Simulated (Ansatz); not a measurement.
# AlPNH+ (quartet): from Hartree-Fock to the top rungs, cc-pVDZ

The task here is to estimate one member of a computed series from the others.

Program: Ansatz 0.2.0, Gaussian basis. Level of theory: cc-pVDZ, core rule «outside noble gas», up to 11 orbitals frozen. These are calculated values, not measurements.

To be run: UHF; CCSD(T) on ROHF; CCSD(T) on UHF; BCCD(T) on ROHF; CISD; CCSDT(Q) on ROHF; CCSDT(Q) on UHF.

29 further runs of the same task are left out: 10 for a known fault of the program, 9 that didn't finish, 10 set aside as unsound or not needed.

## The geometry

The geometry is a PBE0/def2-TZVP stationary point (not a proven minimum) of the parent state, kept for this charge and spin.

4 atoms, charge 1, spin multiplicity 4.

Atoms are counted from 1 here; the program's logs count them from 0.

Bond lengths: N1–Al2 1.630 Å, N1–H4 0.999 Å, Al2–P3 2.260 Å. Angles: Al2–N1–H4 180.0°, N1–Al2–P3 180.0°.

The first run:

Contents of in.yaml:

```yaml
crystal:
  periodic: [false, false, false]
  atoms:
    - {symbol: N, position_ang: [0.000000, 0.000000, 1.130338]}
    - {symbol: Al, position_ang: [0.000000, 0.000000, -0.499668]}
    - {symbol: P, position_ang: [0.000000, 0.000000, -2.759714]}
    - {symbol: H, position_ang: [0.000000, 0.000000, 2.129045]}
basis:
  gaussian: {orbitals: cc-pVDZ}
total_charge: 1
magnetization: {spin_polarized: true, initial_magnetization: 3}
hamiltonian: {xc: hf}
output: {orbitals: {seedname: orbitals}}
```

On the command line:

```bash
$ ansatz run in.yaml --threads 1 --pin off --events-out ev --progress --plain --max-ram 2393MiB
```

Steps of the session up to this table: UHF; CCSD(T) on ROHF; CCSD(T) on UHF; BCCD(T) on ROHF; CISD; CCSDT(Q) on ROHF; CCSDT(Q) on UHF.

One of the session's tables, all rows but one given; the rest of the session is left out.

It belongs to the step «Misses and costs». 

```
   method  from UCCSDT(Q) (meV)
     ROHF               +8020.8
      UHF               +7784.5
     RMP2               +1271.9
     UMP2               +1300.9
     CISD                +967.3
    RCCSD                +270.3
    UCCSD                +264.4
 RCCSD(T)                     ?
 UCCSD(T)                 +58.8
  BCCD(T)                 +59.0
   RCCSDT                 +19.5
   UCCSDT                 +18.5
RCCSDT(Q)                  +2.0
UCCSDT(Q)                     0
```

Q: Estimate the row for RCCSD(T) from the others.

As computed: from UCCSDT(Q) (meV): +59.3. In the column «from UCCSDT(Q) (meV)» it lies between BCCD(T) (+59.0) and UCCSD (+264.4).

To keep in mind: Restricted and unrestricted rows rest on different reference determinants; where their highest levels disagree by more than a few hundredths of an eV, they describe different states and don't form one ladder.
